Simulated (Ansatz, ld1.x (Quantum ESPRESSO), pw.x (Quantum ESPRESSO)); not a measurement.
# From atom to crystal: PAW potential for O

| Quantity | Value |
| --- | --- |
| Element | O (Z = 8) |
| Generator | ld1.x (Quantum ESPRESSO) 7.5 |
| Type | PAW |
| Functional | PBEsol |
| Relativity | scalar-relativistic |
| Frozen core | [He] |
| Valence charge | 6 |
| Reference configuration | 2s2 2p4 |
| Partial waves | 2s (bound): rcut 0.55, rcutus 0.70 bohr; 2s channel at 0.55 Ry: rcut 0.55, rcutus 0.70 bohr; 2p (bound): rcut 1.65, rcutus 1.95 bohr; 2p channel at 1.4 Ry: rcut 1.65, rcutus 1.95 bohr |
| Local potential | all-electron potential smoothed inside 1.55 bohr (lloc = -1) |
| Core correction | Bessel-smoothed model core inside 0.65 bohr |
| Augmentation charge | PSQ, radius 0.55 bohr |

Atomic tests: cutoffs needed: 70 Ry and 90 Ry (the cutoffs (Ry, on a coarse ladder) from which the occupation-weighted sum of valence levels, in a spherical-Bessel basis at the reference potential, stays within 10 and 1 mRy of its value at 400 Ry); ghost test: no extra level below or beside the all-electron valence levels (s, p, d, f tested) (spherical-Bessel basis up to 400 Ry, 20 bohr box); configuration tests: test run stopped at test 2 of 7 (negative rho).

Crystal test: fcc O in pw.x 7.5, no spin, 18³ k-points, Fermi–Dirac smearing 0.01 Ry, cutoffs 110/900 Ry. The reference is all-electron LAPW (Ansatz 0.2.0) with the same functional, mesh and smearing; V0 and B0 come from Birch–Murnaghan fits to the pressures at five volumes. Errors are pseudo minus all-electron; Δ is the rms difference of the E(V) curves that follow from these fits, minima aligned, over ±6 % about the mean V0. Mesh and smearing are coarse, so the numbers serve the comparison and aren't converged zero-temperature values; the lattice is a test structure that the element need not adopt. Spin polarisation is left out.

```csv
V (Å³/atom),P all-electron (GPa),P pseudo (GPa)
7.148,10.00,11.41
7.336,4.75,6.00
7.524,0.20,1.30
7.712,-3.74,-2.74
7.900,-7.15,-6.25
```

All-electron: a0 = 3.112 Å (V0 = 7.53 Å³/atom), B0 = 168.2 GPa.

Pseudopotential: mean pressure error (GPa): +1.13; a0 (Å): 3.118; a0 error (%): +0.22; B0 error (%): -0.2; Δ (meV/atom): 1.8. Atomic configuration tests: test run stopped at test 2 of 7 (negative rho).

Task: At the middle volume, how do free energy and pressure move when the wave cutoff is lowered (ecutrho held at 900 Ry)?

Result:

```
cutoff (Ry)  shift of F (meV/atom)  shift of P (GPa)
         50                 +569.3            -34.79
         66                 +113.9            -11.86
         88                   +3.9             -0.97
```

Input at the middle volume:

```
&control
  calculation='scf', prefix='x', pseudo_dir='./', outdir='./tmp', tstress=.true., disk_io='none'
/
&system
  ibrav=0, nat=1, ntyp=1, ecutwfc=110, ecutrho=900, nbnd=10,
  occupations='smearing', smearing='fd', degauss=0.01
/
&electrons
  conv_thr=1e-09, mixing_beta=0.4, electron_maxstep=70
/
ATOMIC_SPECIES
O 1.0 O.UPF
CELL_PARAMETERS angstrom
  0.00000000 1.55527168 1.55527168
  1.55527168 0.00000000 1.55527168
  1.55527168 1.55527168 0.00000000
ATOMIC_POSITIONS crystal
O 0.0000 0.0000 0.0000
K_POINTS automatic
18 18 18 0 0 0
```

```bash
pw.x < O.scf.in > O.scf.out
```

Lines of the output:

```
Message from routine setup:
     using ibrav=0 with symmetry is DISCOURAGED, use correct ibrav instead
     lattice parameter (alat)  =       4.1564  a.u.
     unit-cell volume          =      50.7745 (a.u.)^3
     number of electrons       =         6.00
     number of Kohn-Sham states=           10
     kinetic-energy cutoff     =     110.0000  Ry
     charge density cutoff     =     900.0000  Ry
     scf convergence threshold =      1.0E-09
     Exchange-correlation= SLA  PW   PSX  PSC
     number of k points=   195  Fermi-Dirac smearing, width (Ry)=  0.0100
     iteration #  1     ecut=   110.00 Ry     beta= 0.40
     total energy              =     -40.82953430 Ry
     estimated scf accuracy    <       0.00101784 Ry
     iteration #  2     ecut=   110.00 Ry     beta= 0.40
     total energy              =     -40.82952572 Ry
     estimated scf accuracy    <       0.00022654 Ry
     iteration #  3     ecut=   110.00 Ry     beta= 0.40
     total energy              =     -40.82953095 Ry
     estimated scf accuracy    <       0.00001586 Ry
     iteration #  4     ecut=   110.00 Ry     beta= 0.40
     total energy              =     -40.82954398 Ry
     estimated scf accuracy    <       0.00000002 Ry
     iteration #  5     ecut=   110.00 Ry     beta= 0.40
     total energy              =     -40.82954861 Ry
     estimated scf accuracy    <          1.8E-09 Ry
     iteration #  6     ecut=   110.00 Ry     beta= 0.40
     the Fermi energy is     5.7069 ev
!    total energy              =     -40.82955119 Ry
     estimated scf accuracy    <          9.3E-10 Ry
     smearing contrib. (-TS)   =      -0.00500142 Ry
     convergence has been achieved in   6 iterations
          total   stress  (Ry/bohr**3)                   (kbar)     P=       13.04
     Message from routine punch:
     Nothing written, as per user request (disk_io='none')
```

The run at the middle volume (195 k-points, 6 iterations) took about 19 s on one core of a shared host (Neoverse-V2, 96 threads, 742 GiB, load 67).
